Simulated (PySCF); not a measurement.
Molecule: `C1C(=N)CCC1`, C₅H₉N.

Bonds (- single, = double, # triple, : aromatic): N1=C2, C2-C3, C3-C4, C4-C5, C5-C6, C6-C2. N1 carries H7; C3 carries H8, H9; C4 carries H10, H11; C5 carries H12, H13; C6 carries H14, H15.

Frames of a GFN2-xTB Langevin trajectory at 300 K; GIAO PBE0/pcSseg-1 shieldings in PySCF 2.14.0 with density-fitted response routines, gas phase, non-relativistic; equivalent atoms averaged within each frame.

Scale: 15N (σref 267.73) vs NH3; TMS for 13C (σref 186.93), 1H (σref 31.72) (reference shieldings calculated alike). The references are static minima.

**Question.** How do the shifts (ppm) fluctuate along the trajectory?

**Answer.** 
```
         time (fs)     N1     C2    C3    C6    C5    C4     H7  H8/H9  H10/H11  H14/H15
optimised geometry  338.8  191.3  39.0  38.9  28.9  28.8  10.43   2.09     1.78     2.41
               250  355.5  197.1  42.2  36.8  32.4  29.4  10.81   2.58     2.34     2.32
               425  346.9  196.8  41.8  38.8  26.0  33.2  10.97   2.36     3.14     2.68
               625  342.7  200.7  48.3  39.6  26.1  24.2  10.38   2.04     1.74     2.10
               800  364.2  204.9  38.7  46.8  24.6  31.0  10.88   2.50     1.80     3.22
              1000  349.4  194.3  46.5  27.1  27.5  26.5  10.87   3.04     1.49     1.50
    mean of frames  351.8  198.8  43.5  37.8  27.3  28.9  10.78   2.50     2.10     2.36
standard deviation    8.4    4.1   3.9   7.1   3.0   3.6   0.23   0.36     0.66     0.64
```

5 frames give an uncertainty of the mean of about the standard deviation over 2.2 at best, since frames this close in time may not be independent; classical motion lacks zero-point vibration, and the reference would need the same averaging.
